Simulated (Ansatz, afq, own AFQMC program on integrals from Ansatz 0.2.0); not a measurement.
**SiH2, triplet in cc-pVDZ along one coordinate**

```csv
atom,x (Å),y (Å),z (Å)
Si,0.0000,-0.0507,0.0000
H,0.0000,0.7069,-1.2784
H,0.0000,0.7069,1.2784
```

All coordinates are scaled about the centre. Energies in kJ/mol count from this geometry (1.000) at the same level; the start stands on UHF, each point on the determinant named.

Basis cc-pVDZ. Only valence electrons are correlated. Ansatz 0.2.0 and our own AFQMC program on the same integrals; the CISD trial comes from CCSD amplitudes, and released means the phaseless constraint is let go. Uncertainties: one standard error, sampling alone.

Cautions, each for one point or more: (T) is large; an unrestricted solution with more broken spin lies lower; cluster runs in doubt by the program's own checks; lower spins were not checked; strong correlation; the next higher spin lies close; unrestricted determinant spin contaminated; walk and cluster series may follow different spin states.

```csv
scale of all distances,det.,T1,weight,⟨S²⟩,B2PLYP,r2SCAN,CCSD(T)
0.886,UHF,0.013,0.94,2.01,67.4,70.1,68.7
1.112,UHF,0.018,0.93,2.00,33.6,31.4,33.3
1.295,UHF,0.034,0.89,2.04,165.8,161.3,164.3
1.501,UHF,0.086,0.78,2.32,318.0§,312.6,309.8
1.718,UHF,0.104,0.70,2.64,431.2§,428.5§,412.8
2.031,UHF,0.046,0.88,2.94,501.5§,516.7§,488.5
2.380,UHF,0.019,0.93,2.99,520.8§,546.2§,505.3
```

Estimate the curve of full CI, counted from the same start.


```json
{"scale of all distances": "0.886", "det.": "UHF", "T1": "0.013", "weight": "0.94", "⟨S²⟩": "2.01", "FCI": "69.1", "ph-AFQMC/CISD": "68.9 ± 0.08", "CCSDT(Q)": "69.1"}
{"scale of all distances": "1.112", "det.": "UHF", "T1": "0.018", "weight": "0.93", "⟨S²⟩": "2.00", "FCI": "32.7", "ph-AFQMC/CISD": "32.8 ± 0.1", "CCSDT(Q)": "32.7"}
{"scale of all distances": "1.295", "det.": "UHF", "T1": "0.034", "weight": "0.89", "⟨S²⟩": "2.04", "FCI": "161.9", "ph-AFQMC/CISD": "163.3 ± 0.2", "CCSDT(Q)": "162.0"}
{"scale of all distances": "1.501", "det.": "UHF", "T1": "0.086", "weight": "0.78", "⟨S²⟩": "2.32", "FCI": "303.9", "ph-AFQMC/CISD": "308.5 ± 0.3", "CCSDT(Q)": "303.7"}
{"scale of all distances": "1.718", "det.": "UHF", "T1": "0.104", "weight": "0.70", "⟨S²⟩": "2.64", "FCI": "402.9", "ph-AFQMC/CISD": "411.2 ± 0.4", "CCSDT(Q)": "402.0"}
{"scale of all distances": "2.031", "det.": "UHF", "T1": "0.046", "weight": "0.88", "⟨S²⟩": "2.94", "FCI": "474.3", "ph-AFQMC/CISD": "481.9 ± 0.2", "CCSDT(Q)": "479.4"}
{"scale of all distances": "2.380", "det.": "UHF", "T1": "0.019", "weight": "0.93", "⟨S²⟩": "2.99", "FCI": "500.9", "ph-AFQMC/CISD": "502.2 ± 0.1", "CCSDT(Q)": "502.6"}
```

Weight is that of the determinant in the CISD state; at the start T1 is 0.015 and the weight 0.94, and ⟨S²⟩ is 2.01. Symmetry can't show for every point that it stays on the start's state. § marks a functional whose ⟨S²⟩ is too high by over 0.1. Largest departures from full CI: CCSD(T) 14.2 kJ/mol at 2.031 (on UHF), ph-AFQMC/CISD 8.2 kJ/mol at 1.718 (on UHF), CCSDT(Q) 5.1 kJ/mol at 2.031 (on UHF), B2PLYP 3.8 kJ/mol at 1.295, r2SCAN 8.7 kJ/mol at 1.501. Functionals count only at points shown to share the start's state and spin. In this small basis the wave-function levels are far from their limit, so their gap to the functionals isn't the functionals' error.

CCSDT and higher add their correlation energy to the determinant of the CCSD(T) run, since their own runs factorise the integrals more tightly (a shift of under 2 meV). A walk keeps the symmetry of its determinant, which the program's search chose and which needn't be the lowest solution, so a lower state of the same spin and another symmetry isn't excluded.
